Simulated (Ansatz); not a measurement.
C2H3Cl3 (`CC(Cl)(Cl)Cl`), relaxed with RKS PBE-D4/def2-SVP in the Gaussian-basis code of Ansatz from a rough embedded geometry. The force threshold is 0.03 eV/Å; the program also tests the step.

The species carries charge 0 and has multiplicity 1.

Start:

```xyz
8

C     0.835   -0.194   -0.115
C    -0.656    0.133    0.107
Cl   -1.174    1.549   -0.867
Cl   -1.005    0.443    1.786
Cl   -1.607   -1.316   -0.356
H     1.423    0.753    0.161
H     1.167   -0.997    0.470
H     1.017   -0.371   -1.186
```

(1) How much energy does the relaxation release, and in how many steps? (An estimate is asked.)

(2) Which bonds change most? (Estimate.)

(3) Give the relaxed structure. (Estimate.)

## Answers

(1) Computed: 3.87 kcal/mol, in 3 steps.

(2) Ansatz gave: C1–H7 from 1.047 to 1.106 Å; C2–Cl4 from 1.743 to 1.802 Å; C1–H6 from 1.148 to 1.106 Å; C1–C2 from 1.542 to 1.516 Å.

(3) The calculation gave: 
```xyz
8

C     0.829   -0.148   -0.122
C    -0.649    0.115    0.096
Cl   -1.175    1.529   -0.889
Cl   -0.962    0.466    1.835
Cl   -1.611   -1.328   -0.392
H     1.412    0.743    0.179
H     1.144   -1.016    0.486
H     1.012   -0.363   -1.192
```
